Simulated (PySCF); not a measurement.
Input for PySCF: R-M06-2X/def2-TZVPPD on HCl (SMILES Cl).

```python
from pyscf import gto, dft

mol = gto.M(
    atom='''
    Cl    0.00000000    0.00000000    0.00000000
    H     1.27444789    0.00000000    0.00000000
    ''',
    basis='def2-tzvppd',
    charge=0, spin=0, verbose=4, max_memory=1800)
mf = dft.RKS(mol, xc='m062x').density_fit(auxbasis='def2-universal-jkfit')
mf.grids.level = 4
mf.conv_tol = 1e-9
mf.max_cycle = 150
mf.kernel()
mf.dip_moment()
```

Program output:

```
PySCF version 2.14.0

[INPUT] verbose = 4
[INPUT] num. atoms = 2
[INPUT] num. electrons = 18
[INPUT] charge = 0
[INPUT] spin (= nelec alpha-beta = 2S) = 0
[INPUT] symmetry False subgroup None
[INPUT] Mole.unit = angstrom
[INPUT] Symbol           X                Y                Z      unit          X                Y                Z       unit  Magmom
[INPUT]  1 Cl     0.000000000000   0.000000000000   0.000000000000 AA    0.000000000000   0.000000000000   0.000000000000 Bohr   0.0
[INPUT]  2 H      1.274447890000   0.000000000000   0.000000000000 AA    2.408357472130   0.000000000000   0.000000000000 Bohr   0.0

nuclear repulsion = 7.05875277932313
number of shells = 24
number of NR pGTOs = 91
number of NR cGTOs = 68
basis = def2-tzvppd
ecp = {}


******** <class 'pyscf.df.df_jk.DFRKS'> ********
method = DFRKS
initial guess = minao
damping factor = 0
level_shift factor = 0
DIIS = <class 'pyscf.scf.diis.CDIIS'>
diis_start_cycle = 1
diis_space = 8
diis_damp = 0
SCF conv_tol = 1e-09
SCF conv_tol_grad = None
SCF max_cycles = 150
direct_scf = False
XC library pyscf.dft.libxc version 7.1.2
    S. Lehtola, C. Steigemann, M. J. T. Oliveira, and M. A. L. Marques,  SoftwareX 7, 1–5 (2018)
XC functionals = m062x
    Y. Zhao and D. G. Truhlar,  Theor. Chem. Acc. 120, 215 (2008)
    Y. Zhao and D. G. Truhlar,  Theor. Chem. Acc. 120, 215 (2008)
radial grids:
    Treutler-Ahlrichs [JCP 102, 346 (1995); DOI:10.1063/1.469408] (M4) radial grids

becke partition: Becke, JCP 88, 2547 (1988); DOI:10.1063/1.454033
pruning grids: <function nwchem_prune>
grids dens level: 4
symmetrized grids: False
atomic radii adjust function: <function treutler_atomic_radii_adjust>
small_rho_cutoff = 0
Set gradient conv threshold to 3.16228e-05
Initial guess from minao.
tot grids = 44400
******** <class 'pyscf.df.df.DF'> ********
auxbasis = def2-universal-jkfit
init E= -460.732881127473
  HOMO = -0.411003670985719  LUMO = -0.00154357485137879  gap/eV = 11.14198
cycle= 1 E= -460.786533348572  delta_E= -0.0537  |g|= 0.202  |ddm|= 0.693
  HOMO = -0.374490335947633  LUMO = 0.00512944534972704  gap/eV = 10.32998
cycle= 2 E= -460.794416287364  delta_E= -0.00788  |g|= 0.159  |ddm|= 0.292
  HOMO = -0.400507247296923  LUMO = 0.0120551697915268  gap/eV = 11.22640
cycle= 3 E= -460.800270753219  delta_E= -0.00585  |g|= 0.0133  |ddm|= 0.113
  HOMO = -0.401083775952574  LUMO = 0.0136605034187305  gap/eV = 11.28577
cycle= 4 E= -460.800297126369  delta_E= -2.64e-05  |g|= 0.0024  |ddm|= 0.00652
  HOMO = -0.400615258078333  LUMO = 0.0138704944650598  gap/eV = 11.27873
cycle= 5 E= -460.800300005825  delta_E= -2.88e-06  |g|= 0.000404  |ddm|= 0.00304
  HOMO = -0.400732887912751  LUMO = 0.0138246596384981  gap/eV = 11.28069
cycle= 6 E= -460.800300059928  delta_E= -5.41e-08  |g|= 0.00018  |ddm|= 0.000472
  HOMO = -0.400698645527527  LUMO = 0.0138351588936487  gap/eV = 11.28004
cycle= 7 E= -460.80030006589  delta_E= -5.96e-09  |g|= 1.71e-05  |ddm|= 0.000119
  HOMO = -0.40069816624443  LUMO = 0.0138350429640219  gap/eV = 11.28002
cycle= 8 E= -460.800300066038  delta_E= -1.48e-10  |g|= 2.23e-06  |ddm|= 2.16e-05
  HOMO = -0.400698864035422  LUMO = 0.013834728696736  gap/eV = 11.28003
Extra cycle  E= -460.800300066039  delta_E= -1.76e-12  |g|= 1.08e-06  |ddm|= 3.6e-06
converged SCF energy = -460.800300066039
Dipole moment(X, Y, Z, Debye):  1.11119,  0.00000, -0.00000
```

The run converged.

Cost: about 2.0 core-seconds (a rough figure).
